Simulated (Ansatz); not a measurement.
Relaxation of AlH$_{5}$O (7 atoms, charge 0, multiplicity 1), to a largest force component of 0.02 eV/Å in at most 40 steps.

Computed with RKS PBE/def2-SVP (Ansatz).

```xyz
7
Properties=species:S:1:pos:R:3:forces:R:3
O -0.347 -1.196 -0.118 0.18 -0.83 -0.44
Al 0.022 0.631 -0.103 0.59 3.26 -0.35
H -0.621 -1.374 0.801 0.21 -0.65 0.21
H 0.537 -1.595 -0.327 -0.58 -0.28 0.47
H 0.494 1.086 -1.577 -0.01 -0.50 -0.20
H -1.259 1.492 0.335 -0.41 -0.43 0.16
H 1.236 0.888 0.944 0.02 -0.57 0.16
```

Task: Where does it end, and by what steps?

Result: It converged. The force dipped under the threshold on the way, but the program's further checks kept it going. After 23 steps the energy has fallen by 0.508 eV; H4 moved furthest, 0.68 Å.

```
step  energy less start (eV)  largest force component (eV/Å)  accepted
   0                  0.0000                           3.257       yes
   1                 -0.3665                           1.185       yes
   2                 -0.4791                           0.422       yes
   3                 -0.4939                           0.199       yes
   4                 -0.5009                           0.031       yes
   5                 -0.5017                           0.015       yes
   6                 -0.4922                           0.557        no
   7                 -0.5019                           0.037       yes
   8                 -0.5012                           0.280        no
   9                 -0.5025                           0.031       yes
  10                 -0.5030                           0.089       yes
  11                 -0.5030                           0.189       yes
  12                 -0.5052                           0.020       yes
  13                 -0.5007                           0.525        no
  14                 -0.5056                           0.150       yes
  15                 -0.5063                           0.103       yes
  16                 -0.5069                           0.049       yes
  17                 -0.5072                           0.058       yes
  18                 -0.5071                           0.130        no
  19                 -0.5076                           0.007       yes
  20                 -0.5077                           0.037       yes
  21                 -0.5078                           0.039       yes
  22                 -0.5079                           0.031       yes
  23                 -0.5079                           0.017       yes
```

```xyz
7
Properties=species:S:1:pos:R:3
O -0.150 -1.174 -0.160
Al 0.143 0.867 -0.152
H -0.997 -1.401 0.273
H 0.546 -1.629 0.355
H 0.324 1.224 -1.707
H -1.267 1.216 0.560
H 1.462 0.829 0.784
```

Time of the run: 24 s on 1 thread of Arm Neoverse V2 (shared host), peak memory 0.1 GiB.
